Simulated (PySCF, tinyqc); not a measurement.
Inside a calculation. Method: RKS/PBE0 in the sto-3g basis, for LiH, spin multiplicity 1. The lowest restricted solution is unstable here: a spin-polarised one lies 0.0154 hartree lower (PySCF). Computed by tinyqc, a small Python program that keeps every step (integrals from PySCF). Settings: charge = 0, multiplicity = 1, basis = sto-3g, energy threshold = 1e-10, iteration cap = 60, orthogonalisation = canonical, start = Wolfsberg-Helmholz matrix, DIIS depth = 4, method = RKS, functional = pbe0, grid = [40, 50]. Command: `OMP_NUM_THREADS=1 python tinyqc.py 20891 20892 out.jsonl` (the two numbers bound the seeds that draw the settings). One thread of a shared host (Intel(R) Xeon(R) Processor @ 2.60GHz), about 0.7 s of CPU time with the checks. Later iterations appear only in the table of the cycle.

## One-electron integrals

Geometry (angstrom):
```
atom       x       y       z
Li    0.0000  0.0000  0.0000
H     0.0000  0.0000  2.9280
```

Basis sto-3g: exponents (1/bohr^2) and contraction coefficients of normalised primitives:
```
element  l (shell)  exponent  coefficient
Li           s (1)   16.1196       0.1543
Li           s (1)    2.9362       0.5353
Li           s (1)    0.7947       0.4446
Li           s (2)    0.6363      -0.1000
Li           s (2)    0.1479       0.3995
Li           s (2)    0.0481       0.7001
Li           p (3)    0.6363       0.1559
Li           p (3)    0.1479       0.6077
Li           p (3)    0.0481       0.3920
H            s (1)    3.4253       0.1543
H            s (1)    0.6239       0.5353
H            s (1)    0.1689       0.4446
```

Overlap, kinetic and nuclear-attraction integrals over the contracted functions; the nuclear repulsion is the sum of Za Zb / Rab.

nuclear repulsion = 0.542190 hartree

overlap S:
```
         1Li 1s  1Li 2s  1Li 2px  1Li 2py  1Li 2pz   2H 1s
1Li 1s   1.0000  0.2411   0.0000   0.0000   0.0000  0.0024
1Li 2s   0.2411  1.0000   0.0000   0.0000   0.0000  0.1325
1Li 2px  0.0000  0.0000   1.0000   0.0000   0.0000  0.0000
1Li 2py  0.0000  0.0000   0.0000   1.0000   0.0000  0.0000
1Li 2pz  0.0000  0.0000   0.0000   0.0000   1.0000  0.2053
2H 1s    0.0024  0.1325   0.0000   0.0000   0.2053  1.0000
```

kinetic energy T (hartree):
```
          1Li 1s   1Li 2s  1Li 2px  1Li 2py  1Li 2pz    2H 1s
1Li 1s    3.5768  -0.0202   0.0000   0.0000   0.0000  -0.0021
1Li 2s   -0.0202   0.1022   0.0000   0.0000   0.0000  -0.0016
1Li 2px   0.0000   0.0000   0.3197   0.0000   0.0000   0.0000
1Li 2py   0.0000   0.0000   0.0000   0.3197   0.0000   0.0000
1Li 2pz   0.0000   0.0000   0.0000   0.0000   0.3197   0.0067
2H 1s    -0.0021  -0.0016   0.0000   0.0000   0.0067   0.7600
```

nuclear attraction V (hartree):
```
          1Li 1s   1Li 2s  1Li 2px  1Li 2py  1Li 2pz    2H 1s
1Li 1s   -8.1636  -1.0079   0.0000   0.0000  -0.0048  -0.0087
1Li 2s   -1.0079  -1.3863   0.0000   0.0000  -0.0563  -0.1736
1Li 2px   0.0000   0.0000  -1.3643   0.0000   0.0000   0.0000
1Li 2py   0.0000   0.0000   0.0000  -1.3643   0.0000   0.0000
1Li 2pz  -0.0048  -0.0563   0.0000   0.0000  -1.4008  -0.2708
2H 1s    -0.0087  -0.1736   0.0000   0.0000  -0.2708  -1.7688
```

core Hamiltonian H = T + V (hartree):
```
          1Li 1s   1Li 2s  1Li 2px  1Li 2py  1Li 2pz    2H 1s
1Li 1s   -4.5868  -1.0282   0.0000   0.0000  -0.0048  -0.0108
1Li 2s   -1.0282  -1.2841   0.0000   0.0000  -0.0563  -0.1752
1Li 2px   0.0000   0.0000  -1.0446   0.0000   0.0000   0.0000
1Li 2py   0.0000   0.0000   0.0000  -1.0446   0.0000   0.0000
1Li 2pz  -0.0048  -0.0563   0.0000   0.0000  -1.0812  -0.2641
2H 1s    -0.0108  -0.1752   0.0000   0.0000  -0.2641  -1.0088
```

## Two-electron integrals

Functions are numbered as in S; the eight-fold symmetry (ij|kl) = (ji|kl) = (kl|ij) leaves the list below.

Two-electron integrals (ij|kl) in chemists' order, unique and non-zero (hartree):
```
(11|11) 1.6804     (21|11) 0.2654     (21|21) 0.0499     (22|11) 0.3977
(22|21) 0.0929     (22|22) 0.2906     (31|31) 0.0090     (32|31) 0.0138
(32|32) 0.0642     (33|11) 0.3966     (33|21) 0.0929     (33|22) 0.2905
(33|33) 0.3129     (41|41) 0.0090     (42|41) 0.0138     (42|42) 0.0642
(43|43) 0.0169     (44|11) 0.3966     (44|21) 0.0929     (44|22) 0.2905
(44|33) 0.2792     (44|44) 0.3129     (51|51) 0.0090     (52|51) 0.0138
(52|52) 0.0642     (53|53) 0.0169     (54|54) 0.0169     (55|11) 0.3966
(55|21) 0.0929     (55|22) 0.2905     (55|33) 0.2792     (55|44) 0.2792
(55|55) 0.3129     (61|11) 0.0023     (61|21) 4.56e-04   (61|22) 0.0009
(61|33) 0.0009     (61|44) 0.0009     (61|51) 7.65e-05   (61|52) 1.59e-04
(61|55) 0.0010     (61|61) 5.06e-06   (62|11) 0.0305     (62|21) 0.0073
(62|22) 0.0282     (62|33) 0.0265     (62|44) 0.0265     (62|51) 0.0010
(62|52) 0.0088     (62|55) 0.0315     (62|61) 8.92e-05   (62|62) 0.0076
(63|31) 2.36e-04   (63|32) 0.0017     (63|53) 0.0009     (63|63) 2.48e-04
(64|41) 2.36e-04   (64|42) 0.0017     (64|54) 0.0009     (64|64) 2.48e-04
(65|11) 0.0460     (65|21) 0.0111     (65|22) 0.0430     (65|33) 0.0403
(65|44) 0.0403     (65|51) 0.0015     (65|52) 0.0138     (65|55) 0.0485
(65|61) 1.36e-04   (65|62) 0.0121     (65|65) 0.0192     (66|11) 0.1807
(66|21) 0.0436     (66|22) 0.1785     (66|33) 0.1669     (66|44) 0.1669
(66|51) 0.0048     (66|52) 0.0550     (66|55) 0.2014     (66|61) 0.0005
(66|62) 0.0674     (66|65) 0.1082     (66|66) 0.7746
```

## Orthogonalisation

S = U s U^T; canonical form X = U s^(-1/2), so that X^T S X = 1. Each column of U has its largest component positive (the first on a tie).

eigenvalues of S: 0.6997  0.8345  1.0000  1.0000  1.1630  1.3027

X:
```
               1        2        3       4        5       6
1Li 1s   -0.5890   0.5562   0.0000  0.0000  -0.4675  0.4336
1Li 2s    0.7395  -0.3761   0.0000  0.0000  -0.3207  0.5399
1Li 2px   0.0000   0.0000   0.9778  0.2095   0.0000  0.0000
1Li 2py   0.0000   0.0000  -0.2095  0.9778   0.0000  0.0000
1Li 2pz   0.4130   0.6732   0.0000  0.0000   0.5747  0.3013
2H 1s    -0.6040  -0.5425   0.0000  0.0000   0.4563  0.4442
```

Within a degenerate level the vectors are fixed only up to a rotation; this is one choice.

## Starting guess

The start is the generalised Wolfsberg-Helmholz matrix (K = 1.75) built on H; D = 2 C_occ C_occ^T.

D at the start:
```
          1Li 1s  1Li 2s  1Li 2px  1Li 2py  1Li 2pz    2H 1s
1Li 1s    1.9762  0.0183   0.0000   0.0000  -0.1119  -0.1144
1Li 2s    0.0183  0.2145   0.0000   0.0000   0.3966   0.3754
1Li 2px   0.0000  0.0000   0.0000   0.0000   0.0000   0.0000
1Li 2py   0.0000  0.0000   0.0000   0.0000   0.0000   0.0000
1Li 2pz  -0.1119  0.3966   0.0000   0.0000   0.7443   0.7050
2H 1s    -0.1144  0.3754   0.0000   0.0000   0.7050   0.6678
```

## Iteration 1: exchange-correlation on the grid

Becke grid with 40 radial and 50 angular points per atom, points of zero weight dropped. rho = sum D_ij phi_i phi_j; V_xc,ij = sum w v_xc phi_i phi_j plus the gradient terms; v_xc is d(rho eps)/d rho at fixed gradient. Exact exchange is left to K.

The 8 grid points with the largest w rho, of 3983 (bohr, atomic units):
```
x              y       z       w     rho  |grad rho|^2   eps_xc     v_xc
1.0310    1.0310  3.0929  1.1722  0.0090      4.91e-05  -0.1504  -0.1965
-1.0310   1.0310  3.0929  1.1722  0.0090      4.91e-05  -0.1504  -0.1965
1.0310   -1.0310  3.0929  1.1722  0.0090      4.91e-05  -0.1504  -0.1965
-1.0310  -1.0310  3.0929  1.1722  0.0090      4.91e-05  -0.1504  -0.1965
0.9025    0.9025  2.7074  0.8864  0.0114      6.76e-05  -0.1618  -0.2116
-0.9025   0.9025  2.7074  0.8864  0.0114      6.76e-05  -0.1618  -0.2116
0.9025   -0.9025  2.7074  0.8864  0.0114      6.76e-05  -0.1618  -0.2116
-0.9025  -0.9025  2.7074  0.8864  0.0114      6.76e-05  -0.1618  -0.2116
```

electrons on the grid, sum of w rho = 3.9987

E_xc = sum of w rho eps_xc = -1.629002 hartree

V_xc (hartree):
```
          1Li 1s   1Li 2s  1Li 2px  1Li 2py  1Li 2pz    2H 1s
1Li 1s   -0.8218  -0.1074   0.0000   0.0000  -0.0019  -0.0010
1Li 2s   -0.1074  -0.1302   0.0000   0.0000  -0.0312  -0.0283
1Li 2px   0.0000   0.0000  -0.1151   0.0000   0.0000   0.0000
1Li 2py   0.0000   0.0000   0.0000  -0.1151   0.0000   0.0000
1Li 2pz  -0.0019  -0.0312   0.0000   0.0000  -0.1570  -0.0448
2H 1s    -0.0010  -0.0283   0.0000   0.0000  -0.0448  -0.3099
```

## Iteration 1: building the Kohn-Sham matrix

J_ij = sum D_kl (ij|kl), K_ij = sum D_kl (ik|jl); F = H + J - 0.125 K + V_xc; E = tr D H + tr D J / 2 - 0.0625 tr D K + E_xc + E_nn.

Coulomb J (hartree):
```
         1Li 1s  1Li 2s  1Li 2px  1Li 2py  1Li 2pz   2H 1s
1Li 1s   3.9190  0.6655   0.0000   0.0000   0.0150  0.0062
1Li 2s   0.6655  1.2688   0.0000   0.0000   0.1107  0.1644
1Li 2px  0.0000  0.0000   1.2453   0.0000   0.0000  0.0000
1Li 2py  0.0000  0.0000   0.0000   1.2453   0.0000  0.0000
1Li 2pz  0.0150  0.1107   0.0000   0.0000   1.3088  0.2556
2H 1s    0.0062  0.1644   0.0000   0.0000   0.2556  1.3098
```

exchange K (hartree):
```
          1Li 1s  1Li 2s  1Li 2px  1Li 2py  1Li 2pz   2H 1s
1Li 1s    3.3479  0.5633   0.0000   0.0000  -0.0023  0.0070
1Li 2s    0.5633  0.2492   0.0000   0.0000   0.1869  0.1939
1Li 2px   0.0000  0.0000   0.0472   0.0000   0.0000  0.0000
1Li 2py   0.0000  0.0000   0.0000   0.0472   0.0000  0.0000
1Li 2pz  -0.0023  0.1869   0.0000   0.0000   0.3562  0.3082
2H 1s     0.0070  0.1939   0.0000   0.0000   0.3082  0.7457
```

Kohn-Sham matrix F (hartree):
```
          1Li 1s   1Li 2s  1Li 2px  1Li 2py  1Li 2pz    2H 1s
1Li 1s   -1.9081  -0.5404   0.0000   0.0000   0.0086  -0.0064
1Li 2s   -0.5404  -0.1767   0.0000   0.0000  -0.0002  -0.0633
1Li 2px   0.0000   0.0000   0.0798   0.0000   0.0000   0.0000
1Li 2py   0.0000   0.0000   0.0000   0.0798   0.0000   0.0000
1Li 2pz   0.0086  -0.0002   0.0000   0.0000   0.0261  -0.0919
2H 1s    -0.0064  -0.0633   0.0000   0.0000  -0.0919  -0.1021
```

total energy of this density = -7.770731 hartree

## Iteration 1: diagonalisation and new density

Diagonalise F' = X^T F X, C = X C', fill 2 alpha and 2 beta electrons from the bottom; D = 2 C_occ C_occ^T. Each column has its largest component positive (the first on a tie).

F' = X^T F X (hartree):
```
         1        2       3       4        5        6
1  -0.2270   0.3735  0.0000  0.0000  -0.3881   0.4489
2   0.3735  -0.3556  0.0000  0.0000   0.5087  -0.4481
3   0.0000   0.0000  0.0798  0.0000   0.0000   0.0000
4   0.0000   0.0000  0.0000  0.0798   0.0000   0.0000
5  -0.3881   0.5087  0.0000  0.0000  -0.6413   0.5711
6   0.4489  -0.4481  0.0000  0.0000   0.5711  -0.7364
```

orbital energies (hartree): MO1 -1.9118, MO2 -0.1426, MO3 -0.0102, MO4 0.0798, MO5 0.0798, MO6 0.1042

coefficients C:
```
             MO1      MO2      MO3     MO4      MO5      MO6
1Li 1s    0.9880  -0.0921  -0.2625  0.0000   0.0000  -0.0958
1Li 2s    0.0456   0.3167   0.9218  0.0000   0.0000   0.3614
1Li 2px   0.0000   0.0000   0.0000  0.0017   1.0000   0.0000
1Li 2py   0.0000   0.0000   0.0000  1.0000  -0.0017   0.0000
1Li 2pz  -0.0039   0.3035  -0.4169  0.0000   0.0000   0.8826
2H 1s    -0.0032   0.8037  -0.1960  0.0000   0.0000  -0.6166
```

D after iteration 1:
```
          1Li 1s  1Li 2s  1Li 2px  1Li 2py  1Li 2pz    2H 1s
1Li 1s    1.9694  0.0318   0.0000   0.0000  -0.0635  -0.1543
1Li 2s    0.0318  0.2048   0.0000   0.0000   0.1919   0.5088
1Li 2px   0.0000  0.0000   0.0000   0.0000   0.0000   0.0000
1Li 2py   0.0000  0.0000   0.0000   0.0000   0.0000   0.0000
1Li 2pz  -0.0635  0.1919   0.0000   0.0000   0.1842   0.4878
2H 1s    -0.1543  0.5088   0.0000   0.0000   0.4878   1.2919
```

Within a degenerate level the vectors are fixed only up to a rotation; this is one choice.

## Iteration 2: exchange-correlation on the grid

As before.

The 8 grid points with the largest w rho, of 3983 (bohr, atomic units):
```
x              y        z       w     rho  |grad rho|^2   eps_xc     v_xc
0.0000    0.0000   3.8894  0.4309  0.0241        0.0016  -0.2039  -0.2500
0.0000    0.0000   3.4194  0.5906  0.0128      1.60e-04  -0.1670  -0.2162
0.0000    0.0000   4.4074  0.1150  0.0612        0.0138  -0.2692  -0.3331
0.0000   -0.3764  -0.3764  0.0097  0.7046       12.4654  -0.5888  -0.6682
-0.3764   0.0000  -0.3764  0.0097  0.7046       12.4654  -0.5888  -0.6682
0.0000    0.3764  -0.3764  0.0097  0.7046       12.4654  -0.5888  -0.6682
0.3764    0.0000  -0.3764  0.0097  0.7046       12.4654  -0.5888  -0.6682
-0.3764   0.3764   0.0000  0.0097  0.7002       12.4187  -0.5881  -0.6663
```

electrons on the grid, sum of w rho = 3.9982

E_xc = sum of w rho eps_xc = -1.730190 hartree

V_xc (hartree):
```
          1Li 1s   1Li 2s  1Li 2px  1Li 2py  1Li 2pz    2H 1s
1Li 1s   -0.8195  -0.1055   0.0000   0.0000  -0.0013  -0.0009
1Li 2s   -0.1055  -0.1117   0.0000   0.0000  -0.0318  -0.0295
1Li 2px   0.0000   0.0000  -0.1043   0.0000   0.0000   0.0000
1Li 2py   0.0000   0.0000   0.0000  -0.1043   0.0000   0.0000
1Li 2pz  -0.0013  -0.0318   0.0000   0.0000  -0.1231  -0.0471
2H 1s    -0.0009  -0.0295   0.0000   0.0000  -0.0471  -0.3595
```

## Iteration 2: building the Kohn-Sham matrix

As before.

Coulomb J (hartree):
```
         1Li 1s  1Li 2s  1Li 2px  1Li 2py  1Li 2pz   2H 1s
1Li 1s   3.7894  0.6364   0.0000   0.0000   0.0128  0.0059
1Li 2s   0.6364  1.2032   0.0000   0.0000   0.1164  0.1818
1Li 2px  0.0000  0.0000   1.1796   0.0000   0.0000  0.0000
1Li 2py  0.0000  0.0000   0.0000   1.1796   0.0000  0.0000
1Li 2pz  0.0128  0.1164   0.0000   0.0000   1.2435  0.2849
2H 1s    0.0059  0.1818   0.0000   0.0000   0.2849  1.6275
```

exchange K (hartree):
```
          1Li 1s  1Li 2s  1Li 2px  1Li 2py  1Li 2pz   2H 1s
1Li 1s    3.3379  0.5586   0.0000   0.0000  -0.0053  0.0041
1Li 2s    0.5586  0.2204   0.0000   0.0000   0.1235  0.2265
1Li 2px   0.0000  0.0000   0.0376   0.0000   0.0000  0.0000
1Li 2py   0.0000  0.0000   0.0000   0.0376   0.0000  0.0000
1Li 2pz  -0.0053  0.1235   0.0000   0.0000   0.1751  0.3002
2H 1s     0.0041  0.2265   0.0000   0.0000   0.3002  1.1844
```

Kohn-Sham matrix F (hartree):
```
          1Li 1s   1Li 2s  1Li 2px  1Li 2py  1Li 2pz    2H 1s
1Li 1s   -2.0342  -0.5671   0.0000   0.0000   0.0074  -0.0063
1Li 2s   -0.5671  -0.2201   0.0000   0.0000   0.0128  -0.0512
1Li 2px   0.0000   0.0000   0.0260   0.0000   0.0000   0.0000
1Li 2py   0.0000   0.0000   0.0000   0.0260   0.0000   0.0000
1Li 2pz   0.0074   0.0128   0.0000   0.0000   0.0173  -0.0639
2H 1s    -0.0063  -0.0512   0.0000   0.0000  -0.0639   0.1113
```

total energy of this density = -7.762055 hartree

## Iteration 2: DIIS over 2 matrices

error matrix X^T (FDS - SDF) X:
```
         1       2       3       4        5        6
1   0.0000  0.0607  0.0000  0.0000  -0.1111  -0.1350
2  -0.0607  0.0000  0.0000  0.0000  -0.0221  -0.0714
3   0.0000  0.0000  0.0000  0.0000   0.0000   0.0000
4   0.0000  0.0000  0.0000  0.0000   0.0000   0.0000
5   0.1111  0.0221  0.0000  0.0000   0.0000   0.0425
6   0.1350  0.0714  0.0000  0.0000  -0.0425   0.0000
```

B (overlaps of the stored error matrices):
```
                1               2
1   4.7470143e-02  -5.1071932e-02
2  -5.1071932e-02   8.3244227e-02
```

Minimise |sum c_i e_i|^2 with sum c_i = 1: solve [B -1; -1 0][c; lambda] = [0; -1] with B_ij = tr e_i^T e_j, and take F = sum c_i F_i.

DIIS coefficients: 0.5768  0.4232

extrapolated F (hartree):
```
          1Li 1s   1Li 2s  1Li 2px  1Li 2py  1Li 2pz    2H 1s
1Li 1s   -1.9615  -0.5517   0.0000   0.0000   0.0081  -0.0064
1Li 2s   -0.5517  -0.1951   0.0000   0.0000   0.0053  -0.0582
1Li 2px   0.0000   0.0000   0.0570   0.0000   0.0000   0.0000
1Li 2py   0.0000   0.0000   0.0000   0.0570   0.0000   0.0000
1Li 2pz   0.0081   0.0053   0.0000   0.0000   0.0224  -0.0800
2H 1s    -0.0064  -0.0582   0.0000   0.0000  -0.0800  -0.0118
```

## Iteration 2: diagonalisation and new density

As before.

F' = X^T F X (hartree):
```
         1        2       3       4        5        6
1  -0.2203   0.4111  0.0000  0.0000  -0.4197   0.4330
2   0.4111  -0.3549  0.0000  0.0000   0.4942  -0.4809
3   0.0000   0.0000  0.0570  0.0000   0.0000   0.0000
4   0.0000   0.0000  0.0000  0.0570   0.0000   0.0000
5  -0.4197   0.4942  0.0000  0.0000  -0.6378   0.6135
6   0.4330  -0.4809  0.0000  0.0000   0.6135  -0.7323
```

orbital energies (hartree): MO1 -1.9650, MO2 -0.0886, MO3 -0.0217, MO4 0.0570, MO5 0.0570, MO6 0.1301

coefficients C:
```
             MO1      MO2      MO3      MO4     MO5      MO6
1Li 1s    0.9885  -0.1712  -0.2171   0.0000  0.0000  -0.0958
1Li 2s    0.0439   0.6024   0.7654   0.0000  0.0000   0.3633
1Li 2px   0.0000   0.0000   0.0000  -0.0598  0.9982   0.0000
1Li 2py   0.0000   0.0000   0.0000   0.9982  0.0598   0.0000
1Li 2pz  -0.0036   0.3243  -0.5827   0.0000  0.0000   0.7747
2H 1s    -0.0031   0.6115  -0.3098   0.0000  0.0000  -0.7712
```

D after iteration 2:
```
          1Li 1s   1Li 2s  1Li 2px  1Li 2py  1Li 2pz    2H 1s
1Li 1s    2.0130  -0.1195   0.0000   0.0000  -0.1182  -0.2156
1Li 2s   -0.1195   0.7296   0.0000   0.0000   0.3903   0.7364
1Li 2px   0.0000   0.0000   0.0000   0.0000   0.0000   0.0000
1Li 2py   0.0000   0.0000   0.0000   0.0000   0.0000   0.0000
1Li 2pz  -0.1182   0.3903   0.0000   0.0000   0.2103   0.3966
2H 1s    -0.2156   0.7364   0.0000   0.0000   0.3966   0.7478
```

Within a degenerate level the vectors are fixed only up to a rotation; this is one choice.

## Iteration 9 (converged): orbitals

converged F (hartree):
```
          1Li 1s   1Li 2s  1Li 2px  1Li 2py  1Li 2pz    2H 1s
1Li 1s   -1.9435  -0.5473   0.0000   0.0000   0.0074  -0.0056
1Li 2s   -0.5473  -0.2142   0.0000   0.0000  -0.0011  -0.0684
1Li 2px   0.0000   0.0000   0.0463   0.0000   0.0000   0.0000
1Li 2py   0.0000   0.0000   0.0000   0.0463   0.0000   0.0000
1Li 2pz   0.0074  -0.0011   0.0000   0.0000   0.0381  -0.0793
2H 1s    -0.0056  -0.0684   0.0000   0.0000  -0.0793  -0.0587
```

As before.

F' = X^T F X (hartree):
```
         1        2       3       4        5        6
1  -0.2371   0.4016  0.0000  0.0000  -0.4014   0.4320
2   0.4016  -0.3630  0.0000  0.0000   0.5080  -0.4546
3   0.0000   0.0000  0.0463  0.0000   0.0000   0.0000
4   0.0000   0.0000  0.0000  0.0463   0.0000   0.0000
5  -0.4014   0.5080  0.0000  0.0000  -0.6332   0.6024
6   0.4320  -0.4546  0.0000  0.0000   0.6024  -0.7469
```

orbital energies (hartree): MO1 -1.9470, MO2 -0.1237, MO3 -0.0245, MO4 0.0463, MO5 0.0463, MO6 0.1149

coefficients C:
```
             MO1      MO2      MO3      MO4     MO5      MO6
1Li 1s    0.9883  -0.1723  -0.2235   0.0000  0.0000  -0.0803
1Li 2s    0.0447   0.6024   0.7901   0.0000  0.0000   0.3058
1Li 2px   0.0000   0.0000   0.0000  -0.1245  0.9922   0.0000
1Li 2py   0.0000   0.0000   0.0000   0.9922  0.1245   0.0000
1Li 2pz  -0.0031   0.2319  -0.4762   0.0000  0.0000   0.8743
2H 1s    -0.0035   0.6603  -0.4356   0.0000  0.0000  -0.6624
```

D after iteration 9:
```
          1Li 1s   1Li 2s  1Li 2px  1Li 2py  1Li 2pz    2H 1s
1Li 1s    2.0128  -0.1191   0.0000   0.0000  -0.0860  -0.2344
1Li 2s   -0.1191   0.7297   0.0000   0.0000   0.2791   0.7952
1Li 2px   0.0000   0.0000   0.0000   0.0000   0.0000   0.0000
1Li 2py   0.0000   0.0000   0.0000   0.0000   0.0000   0.0000
1Li 2pz  -0.0860   0.2791   0.0000   0.0000   0.1076   0.3063
2H 1s    -0.2344   0.7952   0.0000   0.0000   0.3063   0.8721
```

Within a degenerate level the vectors are fixed only up to a rotation; this is one choice.

## Convergence

Stop when the energy changes by less than 1e-10 hartree and every element of the error matrix X^T (F D S - S D F) X is below 3e-06.

Course of the cycle:
```
iteration  E (hartree)     change  largest element of the error matrix
1            -7.770731          -                             1.01e-01
2            -7.762055   8.68e-03                             1.35e-01
3            -7.808723  -4.67e-02                             4.75e-02
4            -7.812449  -3.73e-03                             3.09e-02
5            -7.814102  -1.65e-03                             5.29e-03
6            -7.814249  -1.47e-04                             3.52e-04
7            -7.814249  -2.41e-07                             2.65e-05
8            -7.814249  -1.42e-09                             5.32e-08
9            -7.814249  -5.33e-15                             8.85e-10
```

PySCF RKS in the same basis, fine grid = -7.814548 hartree

Converged in 9 iterations. The coarse grid moves the energy by +2.99e-04 hartree.

## Populations, bond orders and dipole

Mulliken: Z minus the diagonal of D S on the atom; Loewdin: the same with S^(1/2) D S^(1/2); Mayer order: 2 sum_s sum (D(s) S)_ij (D(s) S)_ji over the two atoms.

Charges (e):
```
atom  Mulliken  Loewdin
1Li     0.0397   0.0375
2H     -0.0397  -0.0375
```

Mayer bond orders:
```
pair   order
2-1   0.9984
```

dipole moment about the origin, x y z (debye): 0.0000  0.0000  -4.5075
